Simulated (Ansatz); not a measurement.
Geometry optimisation, UKS B3LYP-D4/def2-SVP in Ansatz 0.2.0.

Input:

```yaml
crystal:
  periodic: [false, false, false]
  atoms:
    - { symbol: O, position_ang: [-0.7356, 0.3342, -0.7827] }
    - { symbol: Al, position_ang: [-0.207, -0.3931, 0.7657] }
    - { symbol: F, position_ang: [1.3165, -1.3007, 0.7834] }
    - { symbol: H, position_ang: [-0.3185, 1.2993, -0.7868] }
magnetization:
  spin_polarized: true
  initial_magnetization: 1
basis:
  gaussian: { orbitals: def2-SVP }
hamiltonian:
  xc: b3lyp
  dispersion: d4
relax:
  f_tol: 0.02
  max_steps: 50
```

Launched with:

```bash
$ ansatz run input.yaml --threads 1 --pin off --max-ram 2048MiB --backend cpu --events-out ev --progress --plain --runs-dir out
```

Question: Where does it end, and by what steps?

Answer: The forces met the threshold. After 14 steps the energy has fallen by 0.483 eV; O1 moved furthest, 0.45 Å.

| step | energy less start (eV) | largest force component (eV/Å) | accepted |
| --- | --- | --- | --- |
| 0 | 0.0000 | 2.705 | yes |
| 1 | -0.2546 | 1.192 | yes |
| 2 | -0.3561 | 0.437 | yes |
| 3 | -0.3721 | 0.283 | yes |
| 4 | -0.3950 | 0.365 | yes |
| 5 | -0.4014 | 0.817 | yes |
| 6 | -0.4252 | 0.100 | yes |
| 7 | -0.4317 | 0.325 | yes |
| 8 | -0.4427 | 0.446 | yes |
| 9 | -0.3419 | 2.122 | no |
| 10 | -0.4666 | 0.332 | yes |
| 11 | -0.4738 | 0.177 | yes |
| 12 | -0.4754 | 0.158 | yes |
| 13 | -0.4821 | 0.216 | yes |
| 14 | -0.4834 | 0.014 | yes |

```xyz
4
Properties=species:S:1:pos:R:3
O -0.778 0.592 -0.417
Al -0.286 -0.652 0.637
F 1.320 -1.105 0.756
H -0.201 1.105 -0.996
```

The run took 23 s on 1 thread of AMD EPYC 7B13 (Zen 3), on a shared host, peak memory 0.15 GiB.
